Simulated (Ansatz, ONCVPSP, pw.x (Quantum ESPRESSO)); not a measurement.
**La: one change to the ONCV potential, in the atom and in the bcc crystal**

lanthanum (La), optimised norm-conserving Vanderbilt (ONCV), made with ONCVPSP 4.0.1.1 (patched build) (LDA (Perdew-Wang 92), scalar-relativistic). Core [Kr] 4d10, reference 5s2 5p6 5d1 6s2. Waves: 5s+6s: rc 2.70 bohr, ncon 4, nbas 8, qcut 5.8 1/bohr, 2 projectors; 5p: rc 2.10 bohr, ncon 5, nbas 8, qcut 4.1 1/bohr, 2 projectors, debl 1.2 Ha; 5d: rc 3.60 bohr, ncon 4, nbas 9, qcut 4.4 1/bohr, 2 projectors, debl 3.8 Ha; f scattering state at 0.14 Ha: rc 3.60 bohr, ncon 3, nbas 7, qcut 3.2 1/bohr, 2 projectors, debl 0.9 Ha. Local part: polynomial inside 1.80 bohr (lpopt 5, dvloc0 2 Ha). Core correction: none.

In the f channel the program set the typed energies aside and used -0.169, 0.731 Ha.

Change: d: debl 1.1.

Cutoffs, loose and tight: the cutoffs (Ha) at which the residual kinetic energy of the hardest occupied pseudo-wave falls to 1 and 0.1 mHa per electron. They do not see the model core or the augmentation charge, which bear on the density cutoff. Test errors are all-electron minus pseudo excitation energies from the reference, over the configurations 5s2 5p6 5d1 6s1; 5s2 5p6 5d1 6s0; 5s2 5p6 5d0 6s0; 5s2 5p6 5d1 6s0 6p1; variants that change the core or the reference have their own tests.

Crystal test: bcc La in pw.x 7.5, no spin, 11³ k-points, Fermi–Dirac smearing 0.01 Ry, cutoffs set for each file from its atomic test. The reference is all-electron LAPW (Ansatz 0.2.0) with the same functional, mesh and smearing; V0 and B0 come from Birch–Murnaghan fits to the pressures at five volumes. Errors are pseudo minus all-electron; Δ is the rms difference of the E(V) curves that follow from these fits, minima aligned, over ±6 % about the mean V0. Mesh and smearing are coarse, so the numbers serve the comparison and aren't converged zero-temperature values; the lattice is a test structure that the element need not adopt.

All-electron: a0 = 4.054 Å (V0 = 33.31 Å³/atom), B0 = 29.0 GPa.

Question: Does the change bring the crystal closer to the all-electron result?

Answer: The mean pressure error goes from -2.97 to -3.48 GPa, so the change moves the solid further from the all-electron pressures. Neither pressure curve crosses zero within the volumes sampled, so no fits are given.

```tsv
quantity	base	changed
outcome (atom)	generated, projector energies reset by the program	generated, projector energies reset by the program
cutoff, loose (atom)	32 Ha	32 Ha
cutoff, tight (atom)	42 Ha	42 Ha
bound ghosts (atom)	none	none
largest test error (meV) (atom)	+7.2	+7.4
cutoffs in pw.x (Ry)	100/400	100/400
mean pressure error (GPa)	-2.97	-3.48
```

Base: The largest radius (3.60 bohr) exceeds half the bond length (3.32 bohr), so the spheres overlap, which is one possible source of error among others. This is a poor potential for the solid. The atomic tests give no hint of an error of this size, and its cause was not traced. Changed file: The largest radius (3.60 bohr) exceeds half the bond length (3.32 bohr), so the spheres overlap, which is one possible source of error among others. This is a poor potential for the solid. The atomic tests give no hint of an error of this size, and its cause was not traced.
